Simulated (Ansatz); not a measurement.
# C₂H₃FS₂: up Jacob's ladder to CCSD(T)

How much do the methods differ for C₂H₃FS₂? The plan is to run it at one geometry with functionals of several rungs and with coupled cluster. The yardstick is the atomisation energy at the CCSD(T) limit.

Computed with Ansatz 0.2.0, Gaussian basis. Level: functionals in def2-TZVPP, the program's frozen cores in correlated methods.

Plan: LDA (SPW92), PBE-D4, revPBE-D4, BLYP-D4, r2SCAN-D4, B97M-V, PBE0-D4, B3LYP-D4, r2SCANh-D4, r2SCAN0-D4, HSE06-D4, BHLYP-D4, CAM-B3LYP-D4, LC-ωPBE, ωB97X-V, ωB97M-V, B2PLYP, PBE-QIDH; CCSD(T)/def2-SVP; CCSD(T)/def2-TZVPP; MP2/def2-QZVPP; extrapolation to the limit; RPA on PBE.

## (1) The relaxed structure

An earlier PBE0-D4 in a triple-zeta def2 set relaxation fixed the geometry.

SMILES `FCC(=S)S`, 8 atoms, charge 0, spin multiplicity 1.

Atoms are counted from 1 here; the program's logs count them from 0.

Bond lengths: F1–C2 1.379 Å, C2–C3 1.508 Å, C2–H6 1.093 Å, C2–H7 1.092 Å, C3–S4 1.624 Å, C3–S5 1.720 Å, S5–H8 1.347 Å. Angles: F1–C2–C3 114.2°, F1–C2–H6 108.3°, F1–C2–H7 108.3°, C3–C2–H6 108.4°, C3–C2–H7 108.4°, H6–C2–H7 109.2°, C2–C3–S4 119.0°, C2–C3–S5 119.1°, S4–C3–S5 121.9°, C3–S5–H8 97.4°.

## (2) LDA

This LDA is Slater exchange with PW92 correlation.

in.yaml reads:

```yaml
crystal:
  periodic: [false, false, false]
  atoms:
    - {symbol: F, position_ang: [0.194699, -0.284423, 1.588757]}
    - {symbol: C, position_ang: [0.678163, 0.260047, 0.417541]}
    - {symbol: C, position_ang: [-0.212921, 0.043481, -0.779568]}
    - {symbol: S, position_ang: [0.254348, 0.622210, -2.223047]}
    - {symbol: S, position_ang: [-1.695053, -0.804708, -0.576438]}
    - {symbol: H, position_ang: [0.801102, 1.335671, 0.564961]}
    - {symbol: H, position_ang: [1.652455, -0.187308, 0.207715]}
    - {symbol: H, position_ang: [-1.580693, -1.042070, 0.744279]}
basis:
  gaussian: {orbitals: def2-TZVPP}
hamiltonian: {xc: lda}
output: {orbitals: {seedname: orbitals}}
```

Started as:

```console
$ ansatz run in.yaml --threads 2 --pin off --events-out ev --progress --plain --max-ram 4352MiB
```

Further steps of the session: PBE-D4 (GGA); revPBE-D4 (GGA); BLYP-D4 (GGA); r2SCAN-D4 (meta-GGA); B97M-V (meta-GGA); B3LYP-D4 (hybrid); r2SCANh-D4 (hybrid); r2SCAN0-D4 (hybrid); HSE06-D4 (hybrid); BHLYP-D4 (hybrid); CAM-B3LYP-D4 (range-separated); LC-ωPBE (range-separated); ωB97X-V (range-separated); ωB97M-V (range-separated); B2PLYP (double hybrid); PBE-QIDH (double hybrid); CCSD(T) in def2-SVP; CCSD(T) in def2-TZVPP; MP2 in def2-QZVPP; RPA on PBE orbitals.

Before running them: what should the planned runs give, taken together? Wanted: atomisation energy, CCSD(T)/CBS; farthest beyond LDA; mean size of error, GGA; mean size of error, meta-GGA; mean size of error, hybrid; mean size of error, range-separated; mean size of error, double hybrid; gap, smallest and largest; T1 diagnostic.

The runs gave:

```
                               quantity                                                  value
        atomisation energy, CCSD(T)/CBS                                          2915.5 kJ/mol
 functionals within 14.6 kJ/mol (0.5 %)  B3LYP-D4, r2SCANh-D4, CAM-B3LYP-D4, ωB97X-V, PBE-QIDH
                    farthest beyond LDA                                 PBE-D4 (+137.0 kJ/mol)
                mean size of error, GGA                                            69.6 kJ/mol
           mean size of error, meta-GGA                                            37.5 kJ/mol
             mean size of error, hybrid                                            44.2 kJ/mol
    mean size of error, range-separated                                            16.1 kJ/mol
      mean size of error, double hybrid                                            22.0 kJ/mol
              gap, smallest and largest               2.49 eV (LDA (SPW92)), 9.37 eV (LC-ωPBE)
                          T1 diagnostic                                                 0.0163
triples share of the correlation energy                                                  4.5 %
```

LDA overbinds by 570.9 kJ/mol (20 %). PBE-D4 is off by +137.0 kJ/mol. Double hybrids carry the basis error of their MP2 part in triple zeta, and no dispersion term here, so their miss is partly the set-up's. Taken by rung, range-separated functionals do best (16.1 kJ/mol on average) and GGA ones worst beyond LDA (69.6 kJ/mol). The gap between the best rungs is small, so their order is not settled. Misses under about 14.6 kJ/mol are within the doubt on the reference itself, which lacks core-valence correlation, relativity and higher excitations. Hartree-Fock recovers 67 % of the binding; the rest is correlation. CCSD(T) in def2-SVP is off by -186.7 kJ/mol, which most functionals beat. The gap grows from 2.5 to 9.4 eV across the functionals, mostly with the share of exact exchange. The restricted reference is unstable towards a spin-broken one.
